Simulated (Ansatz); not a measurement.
## What a trial cell of Cl relaxes into

Computed with Ansatz 0.2.0, DFT r2SCAN, scalar-relativistic, plane waves, PAW. Cutoff 500 eV, Γ-centred k mesh, Gaussian smearing, no spin polarisation in the final step.

The start puts Cl on the beta-tungsten (A15) structure type (Pm-3n, No. 223), at a guessed volume.

```xyz
8
Lattice="6.1326 0.0000 0.0000 0.0000 6.1326 0.0000 0.0000 0.0000 6.1326" Properties=species:S:1:pos:R:3 pbc="T T T"
Cl    3.0663    3.0663    3.0663
Cl    0.0000    0.0000    0.0000
Cl    1.5331    0.0000    3.0663
Cl    3.0663    1.5331    0.0000
Cl    3.0663    4.5994    0.0000
Cl    4.5994    0.0000    3.0663
Cl    0.0000    3.0663    4.5994
Cl    0.0000    3.0663    1.5331
```

Steps on the 4×4×4 mesh (8 atoms). 6 of 6 steps are shown, and the free energy counts from the last. Trial steps that were taken back and renewals of the plane-wave basis can be among the rows.

| step | ΔF (meV/atom) | V (Å³/atom) | P (GPa) |
| --- | --- | --- | --- |
| 1 | 220.6 | 28.83 | -5.69 |
| 2 | 83.8 | 24.82 | -4.91 |
| 3 | 3.4 | 21.19 | -1.49 |
| 4 | 0.6 | 19.93 | 0.98 |
| 5 | -0.6 | 20.36 | 0.02 |
| 6 | 0.0 | 20.36 | 0.02 |

A final relaxation ran on a 8×8×8 mesh. The relaxed crystal, Pm-3n (No. 223):

Space group Pm-3n (No. 223). a = 5.469 Å, b = 5.469 Å, c = 5.469 Å, α = 90.00°, β = 90.00°, γ = 90.00°
| atom | site | symmetry | x | y | z |
| --- | --- | --- | --- | --- | --- |
| Cl | 2a | m-3. | 0.5000 | 0.5000 | 0.5000 |
| Cl | 6c | -4m.2 | 0.2500 | 0.0000 | 0.5000 |

```
Volume per atom                    : 20.4 Å³
Density                            : 2.9 g/cm³
Energy over the standard structure : 0.74 eV/atom
Gap on the 8×8×8 mesh              : 0 eV (a metal)
```

Energies count from the standard state of Cl at the same level (the diatomic molecule).

The final run used a 8×8×8 mesh on its 8-atom cell and 0.10 eV smearing. The k mesh leaves about 4 meV/atom of noise in metals. Weakly bound directions are ill-defined at this level, which has no dispersion term.

A structure relaxed within its symmetry needn't be a true minimum.